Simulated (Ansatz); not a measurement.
Species: water, H$_{2}$O (charge 0, singlet). SMILES: O
Structure (B3LYP-D3(BJ)/def2-TZVP (Ansatz, an electronic-structure program) minimum search):
```xyz
3

O      0.0070     0.0013     0.1167
H     -0.0500     0.7593    -0.4742
H     -0.0062    -0.7700    -0.4592
```
Charge 0, spin multiplicity 1.

Wanted: vertical triplet-singlet gap, E(triplet) - E(singlet), in eV. Set-up: no spin-orbit coupling; non-relativistic; each state is the SCF solution reached for its charge and spin; valence correlation only; six Cartesian d functions in 6-31G* and its kin unless marked 5d; dispersion terms only where a functional's name holds one; open shells spin-unrestricted. CBS(X,Y): correlation extrapolated as X^-3; Hartree-Fock from the larger set. Ab initio and DFT rows: single points at B3LYP-D3(BJ) geometries (Ansatz). Levels can end on unlike triplets.

```csv
species,coefficient,"E at B3LYP/6-31G* (Ansatz), Eh","E at PBE0/def2-TZVPD (Ansatz), Eh"
"charge 0, triplet",+1,-76.12621,-76.12054
"charge 0, singlet",-1,-76.40884,-76.38086
```

Coupled cluster (Ansatz) is a level with limits of its own, used here on species with T1 under 0.025 (0.045 for open shells) and stable references: CCSD(T)/CBS(aug-cc-pVTZ,aug-cc-pVQZ). Value to compare with, CCSD(T)/CBS(aug-cc-pVTZ,aug-cc-pVQZ) (Ansatz): 7.31 eV. 1 Eh = 27.2114 eV.

Task: Work the quantity out at each level, and compare with CCSD(T)/CBS(aug-cc-pVTZ,aug-cc-pVQZ) (Ansatz).

Result: 
- B3LYP/6-31G*: the sum of coefficient times E is 0.28263 Eh, or 7.691 eV. Result: 7.69 eV. Its difference against CCSD(T)/CBS(aug-cc-pVTZ,aug-cc-pVQZ) (Ansatz) is 0.38 eV.
- PBE0/def2-TZVPD: the sum of coefficient times E is 0.26032 Eh, or 7.084 eV. Result: 7.08 eV. Its difference against CCSD(T)/CBS(aug-cc-pVTZ,aug-cc-pVQZ) (Ansatz) is -0.23 eV.
